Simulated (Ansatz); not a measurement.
**AlC, quartet: stretch scan**

Starting geometry (PBE0/def2-TZVP stationary point for this spin):

```xyz
2

Al    0.0000    0.0000    0.0000
C     0.0000    0.0000    1.9668
```

From there C2 moves along the line of the two atoms named below, all else staying in place; atoms are numbered as listed. Energies are in kJ/mol, counted from the starting geometry at the same level. Kohn–Sham curves are unrestricted where that lies lower.

Basis cc-pVTZ; Ansatz 0.2.0. Only valence electrons are correlated (noble-gas cores frozen). Prefix R: restricted or restricted open-shell reference; prefix U: unrestricted.

A value is left out where its run failed or describes another state than the reference as far as symmetry and spin tell, or, spin-broken singlets apart, can't be checked.

Full CI isn't at hand for all of this; UCCSDT(Q) serves as the reference, and is uncertain by about the last step of the cluster series.

| distance Al1-C2 (Å) | UCCSDT(Q) | PBE | BLYP | r2SCAN | PBE0 | B3LYP | BHLYP | wB97M-V | B2PLYP | RPA-PBE |
| --- | --- | --- | --- | --- | --- | --- | --- | --- | --- | --- |
| 1.807 | 23.3 | 23.0 | 23.8 | 21.8 | 21.3 | 21.7 | 20.2 | 23.3 | 22.0 | 24.7 |
| 1.967 | 0.0 | 0.0 | 0.0 | 0.0 | 0.0 | 0.0 | 0.0 | 0.0 | 0.0 | 0.0 |
| 2.172 | 17.4 | 15.4 | 13.5 | 17.7 | 18.0 | 16.4 | 19.1 | 15.4 | 17.3 | 13.7 |
| 2.688 | 123.8 | 110.5 | 101.8 | 120.0 | 122.0 | 113.6 | 124.2 | 116.8 | 120.6 | 105.3 |
| 3.699 | – | 249.3 | 229.1 | 266.0 | 268.3 | 250.1 | 256.0 | 274.5 | 266.0 | 225.4 |
| 5.226 | 316.5 | 318.9 | 292.4 | 324.2 | 324.6 | 303.3 | 296.0 | 332.3 | 312.9 | 262.9 |

Question: Judged by the spread of the error over the points with a reference (largest less smallest), which of these follows UCCSDT(Q) best and which worst?

Answer: Subtracting the UCCSDT(Q) column from each: best B2PLYP (errors from -3.7 to 0.0, spread 3.7 kJ/mol), worst RPA-PBE (from -53.6 to 1.4, spread 55.0 kJ/mol). Functionals and wave-function methods converge differently with the basis, so part of this is basis effect.

wB97M-V at 5.226 Å lies 15.8 kJ/mol (5 %) above the reference in this basis. BHLYP at 5.226 Å lies 20.6 kJ/mol (6 %) below the reference in this basis. BLYP at 5.226 Å lies 24.1 kJ/mol (8 %) below the reference in this basis.
